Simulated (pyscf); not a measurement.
Single points on ωB97X-D3(BJ)/def2-SVP structures (PySCF, gas phase).

Question: H₂N–Ge(Cl)(Cl)–Cl (SMILES [NH2][Ge]([Cl])([Cl])[Cl]) + H₂ (SMILES [H][H]) → Cl–GeH(Cl)–Cl (SMILES [Cl][GeH]([Cl])[Cl]) + NH₃ (SMILES N)
Surface: singlet. Broken: Ge–N, H–H. Formed: Ge–H, H–N. Give ΔE‡ and ΔE from ωB97M-D3(BJ)/def2-TZVP, relative to the separated reactants.

Answer: ΔE‡ = 44.6 kcal/mol, ΔE = -0.7 kcal/mol. Zero-point energy shifts the barrier by +2.9 kcal/mol. It is a four-centre exchange, with an imaginary mode of 1635i cm⁻¹. On the product side the descent ends in a complex (not fully relaxed), 6.1 kcal/mol under the separated species and 50.4 kcal/mol under the saddle at ωB97X-D3(BJ)/def2-TZVP. At the saddle there is also a short Ge–H contact that neither side keeps. This is the saddle that the search found; another between the same sides may lie lower. Elements up to Kr have no core potential and no relativistic terms here.
